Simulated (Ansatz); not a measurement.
Mulliken charges of AlH₃S₂ (`[SH][AlH][SH]`) from B3LYP/def2-TZVPP in Ansatz (PBE0-D4/def2-TZVP geometry).

```tsv
atom	x (Å)	y (Å)	z (Å)	charge (e)
S1	-1.526	0.917	-1.129	-0.262
Al2	0.130	0.040	-0.019	0.425
S3	-0.399	-1.510	1.416	-0.262
H4	-0.708	1.740	-1.808	0.111
H5	1.621	0.499	-0.242	-0.124
H6	0.883	-1.686	1.782	0.111
```

Task: By hand: the dipole of these point charges (1 e Å = 4.8032 D).

Result: Σ q r = (0.378, 0.116, -0.056) e Å, of length 0.399 e Å = 1.92 D.

Task: How does the dipole of the full density compare? (Estimate.)

Result: Computed: (0.335, 0.103, -0.050) e Å, 1.70 D; the point charges give 1.13 times that, at 0° from its direction.

Point charges leave out the atoms' own dipoles, such as those of lone pairs, and Mulliken's split depends on the basis, so the close match here is no proof of good charges.

B3LYP here is the variant with VWN-RPA as its local correlation; programs differ in this.
